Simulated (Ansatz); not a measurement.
C5H8O, SMILES `C=CCC1CO1`. Total charge 0; spin multiplicity 1. The geometry is a stationary point of PBE0-D4/def2-TZVP. It is one conformer, not always the lowest.

```xyz
14

C     0.158    2.086   -0.528
C    -0.796    1.204   -0.788
C    -0.822   -0.220   -0.327
C     0.226   -0.569    0.684
C     0.822   -1.898    0.754
O     1.540   -0.809    0.200
H     1.036    1.830    0.055
H     0.098    3.100   -0.906
H    -1.644    1.510   -1.397
H    -0.719   -0.885   -1.194
H    -1.807   -0.440    0.103
H     0.200    0.019    1.601
H     0.510   -2.658    0.041
H     1.199   -2.272    1.702
```

Question: What is the dipole moment at ωB97M-V/def2-TZVPP? (An estimate is asked.)

Answer: The calculation gave: 2.01 D, with components (-1.73, -0.82, 0.63) D in this frame, pointing from negative to positive charge.

Question: And with PBE, r2SCAN, B3LYP? (Best estimate.)

Answer: Ansatz gave: PBE 1.87 D, r2SCAN 1.95 D, B3LYP 2.01 D.

Question: Give the Mulliken charges with ωB97M-V, B3LYP, PBE in def2-TZVPP. (Estimate.)

Answer: Computed: 
```tsv
atom	ωB97M-V	B3LYP	PBE
C1	-0.21	-0.22	-0.20
C2	-0.13	-0.13	-0.13
C3	-0.11	-0.06	-0.04
C4	0.04	0.10	0.08
C5	-0.02	0.00	-0.01
O6	-0.34	-0.36	-0.30
H7	0.10	0.10	0.08
H8	0.10	0.10	0.09
H9	0.10	0.10	0.08
H10	0.08	0.07	0.06
H11	0.09	0.06	0.06
H12	0.13	0.11	0.09
H13	0.08	0.07	0.06
H14	0.09	0.08	0.07
```

B3LYP here is the variant with VWN-RPA as its local correlation; programs differ in this.
